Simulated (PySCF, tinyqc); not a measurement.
MP2 on RHF in the sto-3g basis, for LiH, spin multiplicity 1, step by step. The lowest restricted solution is unstable here: a spin-polarised one lies 0.0050 hartree lower (PySCF). Computed by tinyqc, a small Python program that keeps every step (integrals from PySCF). Settings: charge = 0, multiplicity = 1, basis = sto-3g, method = RHF, energy threshold = 1e-10, iteration cap = 72, orthogonalisation = canonical, start = Wolfsberg-Helmholz matrix, DIIS depth = 6. Command: `OMP_NUM_THREADS=1 python tinyqc.py 20906 20907 out.jsonl` (the two numbers bound the seeds that draw the settings). One thread of a shared host (Intel(R) Xeon(R) Processor @ 2.60GHz), about 0.1 s of CPU time with the checks. The early iterations of the SCF are left out here.

## One-electron integrals

Geometry (angstrom):
```
atom       x       y       z
Li    0.0000  0.0000  0.0000
H     0.0000  0.0000  2.2010
```

Basis sto-3g: exponents (1/bohr^2) and contraction coefficients of normalised primitives:
```
element  l (shell)  exponent  coefficient
Li           s (1)   16.1196       0.1543
Li           s (1)    2.9362       0.5353
Li           s (1)    0.7947       0.4446
Li           s (2)    0.6363      -0.1000
Li           s (2)    0.1479       0.3995
Li           s (2)    0.0481       0.7001
Li           p (3)    0.6363       0.1559
Li           p (3)    0.1479       0.6077
Li           p (3)    0.0481       0.3920
H            s (1)    3.4253       0.1543
H            s (1)    0.6239       0.5353
H            s (1)    0.1689       0.4446
```

Overlap, kinetic and nuclear-attraction integrals over the contracted functions; the nuclear repulsion is the sum of Za Zb / Rab.

nuclear repulsion = 0.721277 hartree

overlap S, order 1Li 1s, 1Li 2s, 1Li 2px, 1Li 2py, 1Li 2pz, 2H 1s:
$$\begin{pmatrix}
1.0000 & 0.2411 & 0.0000 & 0.0000 & 0.0000 & 0.0173 \\
0.2411 & 1.0000 & 0.0000 & 0.0000 & 0.0000 & 0.2548 \\
0.0000 & 0.0000 & 1.0000 & 0.0000 & 0.0000 & 0.0000 \\
0.0000 & 0.0000 & 0.0000 & 1.0000 & 0.0000 & 0.0000 \\
0.0000 & 0.0000 & 0.0000 & 0.0000 & 1.0000 & 0.3704 \\
0.0173 & 0.2548 & 0.0000 & 0.0000 & 0.3704 & 1.0000
\end{pmatrix}$$

kinetic energy T (hartree), order 1Li 1s, 1Li 2s, 1Li 2px, 1Li 2py, 1Li 2pz, 2H 1s:
$$\begin{pmatrix}
3.5768 & -0.0202 & 0.0000 & 0.0000 & 0.0000 & -0.0070 \\
-0.0202 & 0.1022 & 0.0000 & 0.0000 & 0.0000 & 0.0117 \\
0.0000 & 0.0000 & 0.3197 & 0.0000 & 0.0000 & 0.0000 \\
0.0000 & 0.0000 & 0.0000 & 0.3197 & 0.0000 & 0.0000 \\
0.0000 & 0.0000 & 0.0000 & 0.0000 & 0.3197 & 0.0507 \\
-0.0070 & 0.0117 & 0.0000 & 0.0000 & 0.0507 & 0.7600
\end{pmatrix}$$

nuclear attraction V (hartree), order 1Li 1s, 1Li 2s, 1Li 2px, 1Li 2py, 1Li 2pz, 2H 1s:
$$\begin{pmatrix}
-8.2233 & -1.0223 & 0.0000 & 0.0000 & -0.0085 & -0.0700 \\
-1.0223 & -1.4383 & 0.0000 & 0.0000 & -0.0878 & -0.3987 \\
0.0000 & 0.0000 & -1.4065 & 0.0000 & 0.0000 & 0.0000 \\
0.0000 & 0.0000 & 0.0000 & -1.4065 & 0.0000 & 0.0000 \\
-0.0085 & -0.0878 & 0.0000 & 0.0000 & -1.4728 & -0.5857 \\
-0.0700 & -0.3987 & 0.0000 & 0.0000 & -0.5857 & -1.9478
\end{pmatrix}$$

core Hamiltonian H = T + V (hartree), order 1Li 1s, 1Li 2s, 1Li 2px, 1Li 2py, 1Li 2pz, 2H 1s:
$$\begin{pmatrix}
-4.6465 & -1.0426 & 0.0000 & 0.0000 & -0.0085 & -0.0770 \\
-1.0426 & -1.3361 & 0.0000 & 0.0000 & -0.0878 & -0.3870 \\
0.0000 & 0.0000 & -1.0869 & 0.0000 & 0.0000 & 0.0000 \\
0.0000 & 0.0000 & 0.0000 & -1.0869 & 0.0000 & 0.0000 \\
-0.0085 & -0.0878 & 0.0000 & 0.0000 & -1.1531 & -0.5350 \\
-0.0770 & -0.3870 & 0.0000 & 0.0000 & -0.5350 & -1.1878
\end{pmatrix}$$

## Two-electron integrals

Functions are numbered as in S; the eight-fold symmetry (ij|kl) = (ji|kl) = (kl|ij) leaves the list below.

Two-electron integrals (ij|kl) in chemists' order, unique and non-zero (hartree):
```
(11|11) 1.6804     (21|11) 0.2654     (21|21) 0.0499     (22|11) 0.3977
(22|21) 0.0929     (22|22) 0.2906     (31|31) 0.0090     (32|31) 0.0138
(32|32) 0.0642     (33|11) 0.3966     (33|21) 0.0929     (33|22) 0.2905
(33|33) 0.3129     (41|41) 0.0090     (42|41) 0.0138     (42|42) 0.0642
(43|43) 0.0169     (44|11) 0.3966     (44|21) 0.0929     (44|22) 0.2905
(44|33) 0.2792     (44|44) 0.3129     (51|51) 0.0090     (52|51) 0.0138
(52|52) 0.0642     (53|53) 0.0169     (54|54) 0.0169     (55|11) 0.3966
(55|21) 0.0929     (55|22) 0.2905     (55|33) 0.2792     (55|44) 0.2792
(55|55) 0.3129     (61|11) 0.0180     (61|21) 0.0034     (61|22) 0.0066
(61|33) 0.0065     (61|44) 0.0065     (61|51) 4.56e-04   (61|52) 0.0009
(61|55) 0.0068     (61|61) 2.64e-04   (62|11) 0.0764     (62|21) 0.0182
(62|22) 0.0650     (62|33) 0.0612     (62|44) 0.0612     (62|51) 0.0028
(62|52) 0.0206     (62|55) 0.0726     (62|61) 0.0015     (62|62) 0.0294
(63|31) 0.0010     (63|32) 0.0058     (63|53) 0.0027     (63|63) 0.0015
(64|41) 0.0010     (64|42) 0.0058     (64|54) 0.0027     (64|64) 0.0015
(65|11) 0.1055     (65|21) 0.0253     (65|22) 0.0927     (65|33) 0.0863
(65|44) 0.0863     (65|51) 0.0043     (65|52) 0.0318     (65|55) 0.1053
(65|61) 0.0022     (65|62) 0.0449     (65|65) 0.0687     (66|11) 0.2404
(66|21) 0.0579     (66|22) 0.2279     (66|33) 0.2089     (66|44) 0.2089
(66|51) 0.0085     (66|52) 0.0819     (66|55) 0.2656     (66|61) 0.0049
(66|62) 0.1364     (66|65) 0.2132     (66|66) 0.7746
```

## Orthogonalisation

S = U s U^T; canonical form X = U s^(-1/2), so that X^T S X = 1. Each column of U has its largest component positive (the first on a tie).

eigenvalues of S: [0.5312, 0.8060, 1.0000, 1.0000, 1.1828, 1.4800]

X, order 1Li 1s, 1Li 2s, 1Li 2px, 1Li 2py, 1Li 2pz, 2H 1s:
$$\begin{pmatrix}
0.3024 & 0.7533 & 0.0000 & 0.0000 & 0.5978 & 0.2196 \\
-0.6537 & -0.5869 & 0.0000 & 0.0000 & 0.4695 & 0.3981 \\
0.0000 & 0.0000 & -0.3573 & 0.9340 & 0.0000 & 0.0000 \\
0.0000 & 0.0000 & 0.9340 & 0.3573 & 0.0000 & 0.0000 \\
-0.7240 & 0.5079 & 0.0000 & 0.0000 & -0.4639 & 0.4184 \\
0.9162 & -0.2660 & 0.0000 & 0.0000 & -0.2289 & 0.5421
\end{pmatrix}$$

Within a degenerate level the vectors are fixed only up to a rotation; this is one choice.

## Iteration 9 (converged): orbitals

converged F (hartree), order 1Li 1s, 1Li 2s, 1Li 2px, 1Li 2py, 1Li 2pz, 2H 1s:
$$\begin{pmatrix}
-2.3654 & -0.6429 & 0.0000 & 0.0000 & 0.0139 & -0.0479 \\
-0.6429 & -0.2083 & 0.0000 & 0.0000 & -0.0609 & -0.1926 \\
0.0000 & 0.0000 & 0.1600 & 0.0000 & 0.0000 & 0.0000 \\
0.0000 & 0.0000 & 0.0000 & 0.1600 & 0.0000 & 0.0000 \\
0.0139 & -0.0609 & 0.0000 & 0.0000 & 0.0599 & -0.1896 \\
-0.0479 & -0.1926 & 0.0000 & 0.0000 & -0.1896 & -0.0764
\end{pmatrix}$$

Diagonalise F' = X^T F X, C = X C', fill 2 alpha and 2 beta electrons from the bottom; D = 2 C_occ C_occ^T. Each column has its largest component positive (the first on a tie).

F' = X^T F X (hartree):
$$\begin{pmatrix}
0.3081 & -0.2865 & 0.0000 & 0.0000 & -0.2588 & -0.1281 \\
-0.2865 & -0.7782 & 0.0000 & 0.0000 & -1.0474 & -0.3864 \\
0.0000 & 0.0000 & 0.1600 & 0.0000 & 0.0000 & 0.0000 \\
0.0000 & 0.0000 & 0.0000 & 0.1600 & 0.0000 & 0.0000 \\
-0.2588 & -1.0474 & 0.0000 & 0.0000 & -1.2103 & -0.5483 \\
-0.1281 & -0.3864 & 0.0000 & 0.0000 & -0.5483 & -0.4697
\end{pmatrix}$$

orbital energies (hartree): MO1 -2.3679, MO2 -0.2330, MO3 0.0702, MO4 0.1600, MO5 0.1600, MO6 0.3805

coefficients C, order 1Li 1s, 1Li 2s, 1Li 2px, 1Li 2py, 1Li 2pz, 2H 1s:
$$\begin{pmatrix}
0.9915 & -0.1488 & -0.2157 & 0.0000 & 0.0000 & 0.1130 \\
0.0332 & 0.5037 & 0.7994 & 0.0000 & 0.0000 & -0.5068 \\
0.0000 & 0.0000 & 0.0000 & -0.1313 & 0.9913 & 0.0000 \\
0.0000 & 0.0000 & 0.0000 & 0.9913 & 0.1313 & 0.0000 \\
-0.0044 & 0.3236 & -0.5876 & 0.0000 & 0.0000 & -0.8499 \\
-0.0017 & 0.6005 & -0.2117 & 0.0000 & 0.0000 & 0.9226
\end{pmatrix}$$

D after iteration 9, order 1Li 1s, 1Li 2s, 1Li 2px, 1Li 2py, 1Li 2pz, 2H 1s:
$$\begin{pmatrix}
2.0104 & -0.0840 & 0.0000 & 0.0000 & -0.1050 & -0.1820 \\
-0.0840 & 0.5096 & 0.0000 & 0.0000 & 0.3257 & 0.6048 \\
0.0000 & 0.0000 & 0.0000 & 0.0000 & 0.0000 & 0.0000 \\
0.0000 & 0.0000 & 0.0000 & 0.0000 & 0.0000 & 0.0000 \\
-0.1050 & 0.3257 & 0.0000 & 0.0000 & 0.2095 & 0.3886 \\
-0.1820 & 0.6048 & 0.0000 & 0.0000 & 0.3886 & 0.7212
\end{pmatrix}$$

Within a degenerate level the vectors are fixed only up to a rotation; this is one choice.

## Convergence

Stop when the energy changes by less than 1e-10 hartree and every element of the error matrix X^T (F D S - S D F) X is below 3e-06.

Course of the cycle:
```
iteration  E (hartree)     change  largest element of the error matrix
1            -7.791586          -                             3.70e-02
2            -7.801980  -1.04e-02                             2.64e-02
3            -7.807097  -5.12e-03                             1.09e-02
4            -7.807858  -7.61e-04                             1.50e-03
5            -7.807874  -1.61e-05                             1.25e-04
6            -7.807874  -2.16e-08                             5.09e-05
7            -7.807874   3.93e-09                             6.39e-05
8            -7.807874  -1.05e-08                             1.41e-07
9            -7.807874  -5.15e-14                             1.56e-10
```

PySCF RHF in the same basis = -7.807874 hartree

Converged in 9 iterations.

## Integrals over molecular orbitals

(pq|rs) = sum C_ip C_jq C_kr C_ls (ij|kl), one index at a time.

one-electron integrals over orbitals h = C^T H C (hartree):
$$\begin{pmatrix}
-4.6376 & 0.0955 & 0.1612 & 0.0000 & 0.0000 & -0.0523 \\
0.0955 & -1.2907 & 0.0120 & 0.0000 & 0.0000 & 0.0476 \\
0.1612 & 0.0120 & -1.0907 & 0.0000 & 0.0000 & 0.0190 \\
0.0000 & 0.0000 & 0.0000 & -1.0869 & 0.0000 & 0.0000 \\
0.0000 & 0.0000 & 0.0000 & 0.0000 & -1.0869 & 0.0000 \\
-0.0523 & 0.0476 & 0.0190 & 0.0000 & 0.0000 & -1.0163
\end{pmatrix}$$

Two-electron integrals over orbitals (pq|rs), unique and non-zero (hartree):
```
(11|11) 1.6593      (21|11) -0.0980     (21|21) 0.0100      (22|11) 0.3102
(22|21) 0.0025      (22|22) 0.4473      (31|11) -0.1420     (31|21) 0.0106
(31|22) -0.0109     (31|31) 0.0220      (32|11) 0.0299      (32|21) -0.0025
(32|22) -0.0611     (32|31) -2.65e-04   (32|32) 0.0229      (33|11) 0.3903
(33|21) -0.0087     (33|22) 0.2126      (33|31) 0.0008      (33|32) 0.0152
(33|33) 0.3270      (41|41) 0.0098      (42|41) 0.0073      (42|42) 0.0211
(43|41) 0.0104      (43|42) 0.0205      (43|43) 0.0414      (44|11) 0.3963
(44|21) -0.0036     (44|22) 0.2426      (44|31) -0.0051     (44|32) 0.0148
(44|33) 0.2792      (44|44) 0.3129      (51|51) 0.0098      (52|51) 0.0073
(52|52) 0.0211      (53|51) 0.0104      (53|52) 0.0205      (53|53) 0.0414
(54|54) 0.0169      (55|11) 0.3963      (55|21) -0.0036     (55|22) 0.2426
(55|31) -0.0051     (55|32) 0.0148      (55|33) 0.2792      (55|44) 0.2792
(55|55) 0.3129      (61|11) 0.0683      (61|21) -0.0091     (61|22) -0.0073
(61|31) -0.0044     (61|32) 0.0028      (61|33) 0.0117      (61|44) 0.0016
(61|55) 0.0016      (61|61) 0.0107      (62|11) -0.0817     (62|21) 0.0014
(62|22) 0.1068      (62|31) 0.0043      (62|32) -0.0461     (62|33) -0.0183
(62|44) -0.0385     (62|55) -0.0385     (62|61) 0.0011      (62|62) 0.1312
(63|11) 0.0244      (63|21) -0.0022     (63|22) -0.0592     (63|31) 0.0040
(63|32) 0.0189      (63|33) 0.0368      (63|44) 0.0088      (63|55) 0.0088
(63|61) 0.0045      (63|62) -0.0404     (63|63) 0.0323      (64|41) -0.0058
(64|42) -0.0182     (64|43) -0.0117     (64|64) 0.0191      (65|51) -0.0058
(65|52) -0.0182     (65|53) -0.0117     (65|65) 0.0191      (66|11) 0.3508
(66|21) 0.0007      (66|22) 0.4186      (66|31) -0.0106     (66|32) -0.0498
(66|33) 0.2388      (66|44) 0.2573      (66|55) 0.2573      (66|61) -0.0052
(66|62) 0.0944      (66|63) -0.0468     (66|66) 0.4135
```

## Second-order Moller-Plesset energy

Hartree-Fock energy = -7.807874 hartree

E2 = sum_ijab (ia|jb) [2 (ia|jb) - (ib|ja)] / (e_i + e_j - e_a - e_b) over occupied i, j and virtual a, b; the opposite-spin part is (ia|jb)^2 / denominator, the rest is same-spin, and SCS-MP2 scales them by 6/5 and 1/3.

Terms:
```
i  j  a  b    (ia|jb)    (ib|ja)  denominator       term
2  2  6  6     0.1312     0.1312      -1.2270    -0.0140
2  2  3  6    -0.0461    -0.0461      -0.9166    -0.0023
2  2  6  3    -0.0461    -0.0461      -0.9166    -0.0023
2  2  3  3     0.0229     0.0229      -0.6062    -0.0009
2  2  5  5     0.0211     0.0211      -0.7860    -0.0006
2  2  4  4     0.0211     0.0211      -0.7860    -0.0006
1  1  3  3     0.0220     0.0220      -4.8761  -9.96e-05
1  1  6  6     0.0107     0.0107      -5.4968  -2.10e-05
1  1  5  5     0.0098     0.0098      -5.0558  -1.90e-05
1  1  4  4     0.0098     0.0098      -5.0558  -1.90e-05
2  1  5  5     0.0073     0.0073      -2.9209  -1.81e-05
1  2  5  5     0.0073     0.0073      -2.9209  -1.81e-05
1  2  4  4     0.0073     0.0073      -2.9209  -1.81e-05
2  1  4  4     0.0073     0.0073      -2.9209  -1.81e-05
2  1  6  3     0.0043     0.0028      -3.0515  -8.19e-06
1  2  3  6     0.0043     0.0028      -3.0515  -8.19e-06
1  1  6  3    -0.0044    -0.0044      -5.1865  -3.81e-06
1  1  3  6    -0.0044    -0.0044      -5.1865  -3.81e-06
2  1  3  6     0.0028     0.0043      -3.0515  -1.17e-06
1  2  6  3     0.0028     0.0043      -3.0515  -1.17e-06
1  2  6  6     0.0011     0.0011      -3.3619  -3.57e-07
2  1  6  6     0.0011     0.0011      -3.3619  -3.57e-07
2  1  3  3  -2.65e-04  -2.65e-04      -2.7412  -2.56e-08
1  2  3  3  -2.65e-04  -2.65e-04      -2.7412  -2.56e-08
```

Pair energies (hartree; pair i-j sums ij and ji):
```
pair  opposite spin  same spin
1-1       -1.66e-04          0
2-1       -9.03e-05  -1.50e-06
2-2         -0.0207          0
```

MP2 correlation energy = -0.020915 hartree

SCS-MP2 correlation energy = -0.025096 hartree

MP2 total energy = -7.828789 hartree
